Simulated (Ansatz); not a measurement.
# CH5BO: ionisation energy by level of theory

An exercise on one series of results from a longer session: the logs are not shown, and one member is left open.

The runs use Ansatz 0.2.0, Gaussian basis; unrestricted cation, the program's frozen cores in correlated methods.

Levels to be run: UKS PBE-D4/def2-TZVPP; UKS r2SCAN-D4/def2-TZVPP; UKS PBE0-D4/def2-TZVPP; UKS B3LYP-D4/def2-TZVPP; UKS wB97X-V/def2-TZVPP; UKS wB97M-V/def2-TZVPP; UKS B2PLYP/def2-TZVPP; UHF-CCSD(T)/def2-TZVPP; UHF-MP2/def2-QZVPP; extrapolation to the limit; then −ε(HOMO) from the neutral's earlier runs with LDA (SPW92), PBE-D4, revPBE-D4, BLYP-D4, r2SCAN-D4, B97M-V, PBE0-D4, B3LYP-D4, r2SCANh-D4, r2SCAN0-D4, HSE06-D4, BHLYP-D4, CAM-B3LYP-D4, LC-ωPBE, ωB97X-V, ωB97M-V.

## The relaxed structure

An earlier PBE0-D4 in a triple-zeta def2 set relaxation fixed the geometry.

SMILES `CBO`, 8 atoms, charge 0, spin multiplicity 1.

Atoms are counted from 1 here; the program's logs count them from 0.

Bond lengths: C1–B2 1.559 Å, C1–H4 1.092 Å, C1–H5 1.096 Å, C1–H6 1.096 Å, B2–O3 1.357 Å, B2–H7 1.207 Å, O3–H8 0.960 Å. Angles: B2–C1–H4 113.4°, B2–C1–H5 110.2°, B2–C1–H6 110.2°, H4–C1–H5 108.7°, H4–C1–H6 108.7°, H5–C1–H6 105.3°, C1–B2–O3 119.4°, C1–B2–H7 121.8°, O3–B2–H7 118.7°, B2–O3–H8 113.1°.

The first run:

in.yaml

```yaml
crystal:
  periodic: [false, false, false]
  atoms:
    - {symbol: C, position_ang: [-0.618628, 0.710266, -0.324598]}
    - {symbol: B, position_ang: [0.508785, -0.240118, 0.180213]}
    - {symbol: O, position_ang: [0.240713, -1.558345, 0.355637]}
    - {symbol: H, position_ang: [-1.568290, 0.201178, -0.499394]}
    - {symbol: H, position_ang: [-0.308469, 1.205066, -1.251883]}
    - {symbol: H, position_ang: [-0.780548, 1.520108, 0.395697]}
    - {symbol: H, position_ang: [1.620532, 0.163085, 0.420791]}
    - {symbol: H, position_ang: [0.998204, -2.058441, 0.667736]}
basis:
  gaussian: {orbitals: def2-TZVPP}
total_charge: 1
magnetization: {spin_polarized: true, initial_magnetization: 1}
hamiltonian: {xc: pbe, dispersion: d4}
```

Among the steps run: Cation, UKS PBE-D4/def2-TZVPP; Cation, UKS r2SCAN-D4/def2-TZVPP; Cation, UKS PBE0-D4/def2-TZVPP; Cation, UKS B3LYP-D4/def2-TZVPP; Cation, UKS wB97X-V/def2-TZVPP; Cation, UKS wB97M-V/def2-TZVPP; Cation, UKS B2PLYP (frozen core)/def2-TZVPP; Cation, UHF-CCSD(T)/def2-TZVPP; Cation, UHF-MP2/def2-QZVPP.

One of the session's tables, all rows but one given; the rest of the session is left out.

For comparison, −ε(HOMO) of the neutral from earlier runs:

| functional | −ε(HOMO) (eV) |
| --- | --- |
| LDA (SPW92) | 7.15 |
| PBE-D4 | 7.09 |
| revPBE-D4 | 7.06 |
| BLYP-D4 | 7.04 |
| r2SCAN-D4 | 7.40 |
| B97M-V | 7.51 |
| PBE0-D4 | 8.57 |
| B3LYP-D4 | 8.38 |
| r2SCANh-D4 | 7.95 |
| r2SCAN0-D4 | 8.77 |
| HSE06-D4 | 8.16 |
| BHLYP-D4 | 10.01 |
| CAM-B3LYP-D4 | 10.06 |
| LC-ωPBE | ? |
| ωB97X-V | 11.06 |
| ωB97M-V | 10.92 |

Q: Estimate the row for LC-ωPBE from the others.

The run gave: −ε(HOMO) (eV): 11.41. In the column «−ε(HOMO) (eV)» it is the highest.
